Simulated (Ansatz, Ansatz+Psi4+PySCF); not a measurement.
```xyz
2

C     0.0000    0.0000   -1.0272
S     0.0000    0.0000    0.3852
```

Basis set: cc-pVTZ (spherical functions). Frozen core: 6 orbitals. Charge 0, multiplicity 1.

Computed with Ansatz (development build ahead of 0.2.0); each method stands on the lowest determinant of its kind that the runs found. Restricted open shells among the atoms or ions are ROHF, correlated in semicanonical orbitals with singles.

The atomization energy at this shape (free ground-state atoms in the same class of orbitals less the molecule, no zero-point energy) of singlet CS:

| method | atomization energy |
| --- | --- |
| RHF-MP2 | 6.75 eV |

(1) What does RHF give?

## Answers

(1) 4.01 eV. Caution: the shape is not the minimum.
